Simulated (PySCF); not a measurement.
Species: trans-2-pentene, C5H10.
Geometry (PBE0-D3(BJ)/def2-SVP, Å), atoms numbered from 1 in this order:
```
atom  x, y, z in Å
C1     2.5448   -0.3032    0.2415
C2     1.1930   -0.2736   -0.3910
C3     0.0302   -0.3644    0.2612
C4    -1.3255   -0.3206   -0.3706
C5    -2.1666    0.8622    0.1017
H6     3.1481   -1.1436   -0.1417
H7     3.1129    0.6153    0.0161
H8     2.4790   -0.4029    1.3352
H9     1.1676   -0.1714   -1.4848
H10    0.0500   -0.4631    1.3562
H11   -1.8642   -1.2573   -0.1374
H12   -1.2184   -0.2929   -1.4678
H13   -3.1671    0.8525   -0.3576
H14   -2.3017    0.8452    1.1951
H15   -1.6827    1.8170   -0.1556
```

Jobs on this species (15 atoms, 40 electrons) with PySCF (density fitting). Hardware of each: one thread, x86-64 server, shared host. The host was shared with other jobs, so the times are rough.

Task: Rank these jobs by wall time, shortest first.
A. PBE0-D3(BJ)/def2-SVP, grid level 1; geometry optimisation from an MMFF94s start; 120 basis functions
B. mPW1PW91/pcSseg-2; shieldings; 320 basis functions
C. PBE0/pcSseg-1; shieldings, charges and field gradients; 135 basis functions

Result: C (19 s), A (40 s), B (74 s).

All jobs:

```json
{"level and settings": "PBE0/pcSseg-1", "work": "shieldings, charges and field gradients", "basis functions": "135", "SCF cycles": "12", "wall time": "19 s"}
{"level and settings": "B3LYP/pcJ-1", "work": "spin–spin couplings from 15 perturbed nuclei, spin–dipole term left out", "basis functions": "235", "SCF cycles": "13", "wall time": "39 s"}
{"level and settings": "PBE0-D3(BJ)/def2-SVP, grid level 1", "work": "geometry optimisation from an MMFF94s start", "basis functions": "120", "SCF cycles": "31", "wall time": "40 s"}
{"level and settings": "B3LYP/def2-SVPD", "work": "10 singlets by full TDDFT, 4 Tamm–Dancoff triplets, polarisability, ΔSCF ions", "basis functions": "180", "SCF cycles": "13", "wall time": "52 s"}
{"level and settings": "delta-SCF UKS SCAN, pcX-2 on the ionised atom, pcseg-1 elsewhere, spin-free X2C", "work": "ΔSCF core ionisation, 5 holes", "basis functions": "151", "SCF cycles": "88", "wall time": "67 s"}
{"level and settings": "mPW1PW91/pcSseg-2", "work": "shieldings", "basis functions": "320", "SCF cycles": "14", "wall time": "74 s"}
```

Task: What do all jobs in the table cost together?

Result: About 4.8 min; the longest takes about 25 % of that, and about 3.9 times as long as the shortest.
